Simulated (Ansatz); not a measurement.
**CH2O, singlet: energies of several shapes or isomers**

Program: Ansatz, Gaussian basis, development build. Basis cc-pVDZ, nonrelativistic, 2 orbitals frozen in the corrections; active space CAS(4,3). Restricted Hartree–Fock, then the lowest state-specific CASSCF solution met for each case. Single-reference values can break down or jump between states where bonds are stretched. Solutions in different active orbitals can move differences by tenths of an eV and at times more than 1 eV.

Case A:

```xyz
4

C     0.0000    0.0000   -0.4810
O     0.0000    0.0000    0.6194
H     0.0000   -0.8689   -1.0347
H     0.0000    0.8689   -1.0347
```

Case B:

```
atom   x (Å)    y (Å)    z (Å)
   C  0.0000   0.0000  -0.5228
   O  0.0000   0.0000   0.6733
   H  0.0000  -0.9444  -1.1247
   H  0.0000   0.9444  -1.1247
```

Case C:

```json
{"atom": "C", "x (Å)": "0.0000", "y (Å)": "0.0000", "z (Å)": "-0.5646"}
{"atom": "O", "x (Å)": "0.0000", "y (Å)": "0.0000", "z (Å)": "0.7271"}
{"atom": "H", "x (Å)": "0.0000", "y (Å)": "-1.0200", "z (Å)": "-1.2147"}
{"atom": "H", "x (Å)": "0.0000", "y (Å)": "1.0200", "z (Å)": "-1.2147"}
```

Energy less that of case A, in eV:

```
case  RHF/ROHF  CASSCF
   B    -0.646  -0.800
   C    +0.239  -0.093
```

Task: Give the SC-NEVPT2 energies against case A.

Result: B: -1.015 eV (-23.4 kcal/mol); C: -0.505 eV (-11.6 kcal/mol).

Task: Which case is lowest, and do the methods agree?

Result: B is lowest in SC-NEVPT2. Of the methods shown, RHF/ROHF, CASSCF agree.
